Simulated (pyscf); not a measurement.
Routes from HO–GeH₃ (SMILES [OH][GeH3]) + H₂O (SMILES O)

Candidate steps break at most two bonds and form at most two. Each was searched with GFN2-xTB (tblite) first. Optimised with ωB97X-D3(BJ)/def2-SVP in PySCF. Energies: ωB97M-D3(BJ)/def2-TZVP, eV, from the separated reactants, singlet surface; ΔG‡ with ideal gas, 1 atm, RRHO with modes under 100 cm⁻¹ raised to 100, one conformer, R ln 2 for chiral ones without a mode under 150 cm⁻¹.

| products | type | ΔE‡ | ΔE | ΔG‡ 298 K | ΔG‡ 900 K | ν‡ (cm⁻¹) |
|---|---|---|---|---|---|---|
| HO–GeH₃ + H₂O | four-centre exchange | 1.66 | 0.00 | 1.99 | 2.89 | 2188i |
| HO–GeH₂–OH + H₂ | four-centre exchange | 1.67 | -0.22 | 2.04 | 2.96 | 1324i |

Row 1: On the reactant side the descent ends in a complex (not fully relaxed), 0.26 eV under the separated species and 1.96 eV under the saddle at ωB97X-D3(BJ)/def2-TZVP. On the product side the descent ends in a complex (not fully relaxed), 0.26 eV under the separated species and 1.96 eV under the saddle at ωB97X-D3(BJ)/def2-TZVP. Row 2: On the reactant side the descent ends in a complex (not fully relaxed), 0.25 eV under the separated species and 1.91 eV under the saddle at ωB97X-D3(BJ)/def2-TZVP. 

Plain bond fissions and candidates not yet searched are not listed, and one of them may be faster. Each barrier is that of the saddle found; lower ones may exist. Elements up to Kr have no core potential and no relativistic terms here.
